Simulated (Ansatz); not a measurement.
The cluster Mg₃H₄⁻. The state is a doublet with charge -1. Geometry r2SCAN-D4/def2-TZVP, that of the neutral singlet; atoms count from 1.

```xyz
7

Mg   -0.237    1.390   -0.314
Mg   -0.112   -0.278    2.650
Mg    0.272   -1.296   -0.577
H    -0.556    3.033    0.022
H    -1.220   -0.165   -0.679
H     0.583   -2.975   -0.573
H     1.270    0.292   -0.528
```

The highest occupied level of the charge -1 doublet lies above zero (up to 0.45 eV). By energy differences its removal costs 0.93 eV (vertical, to the charge 0 singlet, at PBE0-D4/def2-TZVPD); a positive level beside a positive removal energy at the same level points to self-interaction error. The structure comes from a short search, and lower isomers may exist.

(1) Estimate the Mulliken populations from the PBE0/def2-TZVPD orbitals of Ansatz.

(2) Where does the spin sit?

(3) And the Mayer bond orders between bonded heavy atoms (over 0.3)?

Results:

(1) 
```json
{"atom": "Mg1", "charge (e)": "-0.01", "spin (α − β)": "0.33"}
{"atom": "Mg2", "charge (e)": "-0.22", "spin (α − β)": "0.40"}
{"atom": "Mg3", "charge (e)": "-0.01", "spin (α − β)": "0.33"}
{"atom": "H4", "charge (e)": "-0.23", "spin (α − β)": "0.01"}
{"atom": "H5", "charge (e)": "-0.16", "spin (α − β)": "-0.04"}
{"atom": "H6", "charge (e)": "-0.23", "spin (α − β)": "0.01"}
{"atom": "H7", "charge (e)": "-0.16", "spin (α − β)": "-0.04"}
```
Mulliken values and Mayer orders depend strongly on the basis. With diffuse functions, as here, like atoms can get unlike values, and bond orders can come out too low or too high.

(2) Summed by element: Mg 1.06, H -0.06, of 1 unpaired in all. Largest on single atoms: Mg2 0.40, Mg3 0.33, Mg1 0.33.

(3) Mg1–Mg2 0.40 (3.40 Å); Mg1–Mg3 0.47 (2.75 Å); Mg2–Mg3 0.40 (3.41 Å).
